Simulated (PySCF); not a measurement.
C3H8NO (doublet state).
Z-matrix (Å and degrees, GFN2-xTB geometry), rows numbered from 1:
```
C 
C   1  1.5205
O   2  1.4094  1  108.70
C   3  1.3860  2  114.82  1   175.57
N   4  1.3900  3  115.31  2   167.69
H   1  1.0864  2  109.87  3   179.27
H   1  1.0868  2  110.10  3   -60.48
H   1  1.0867  2  109.89  3    59.05
H   2  1.1001  1  110.34  3  -120.46
H   2  1.1009  1  110.48  3   120.35
H   4  1.0823  3  117.21  2   -46.39
H   5  1.0166  4  116.04  3   115.32
H   5  1.0122  4  110.67  3   -12.69
```

The hyperfine couplings belong to this conformer and change with its torsions.

The species is `CCO[CH]N` [radical].

Level of theory: UKS B3LYP, pcH-1 on C H N O, non-relativistic, mean-field spin-orbit, GIAO (PySCF). Isolated species at its GFN2-xTB geometry (one conformer only). A GFN2-xTB geometry isn't a minimum of the functional, and hyperfine couplings can be far from their values at a DFT geometry. Stability of the SCF solution: not tested.

(1) Where do the isotropic ENDOR lines of C2, C1, N5, H12/H13, H11 and H9/H10 fall at 334.5 mT, to first order?

(2) Which pairs are centred on the nuclear Larmor frequency, and which on half the coupling?

Results:

(1) For S = 1/2 in fast tumbling each set of equivalent nuclei gives two lines, ν± = |νn ± a/2| to first order, with νn = g_N μN B/h and μN/h = 7.62259 MHz/T.

```
 nuclei  isotope     g_N  νn (MHz)  a_iso (MHz)  lower line (MHz)  upper line (MHz)
     C2      13C  1.4048      3.58         4.29              1.44              5.73
     C1      13C  1.4048      3.58        -1.47              2.85              4.32
     N5      14N  0.4038      1.03        40.57             19.26             21.32
H12/H13       1H  5.5857     14.24        36.88              4.20             32.68
    H11       1H  5.5857     14.24        -9.48              9.50             18.98
 H9/H10       1H  5.5857     14.24         4.89             11.80             16.69
```

The rows for 13C, of low natural abundance, apply to labelled samples.

(2) Centred on νn, since |a| < 2νn: C2, C1, H11 and H9/H10. Centred on |a|/2 and split by 2νn: N5 and H12/H13.

Nuclei that the bonding pattern makes equivalent are averaged, as if the motion that swaps them (rotation, inversion, ring flip) were fast. The 1H value of +36.9 MHz is a mean of couplings from -8.0 to 81.7 MHz in this one geometry, not an average over conformers.
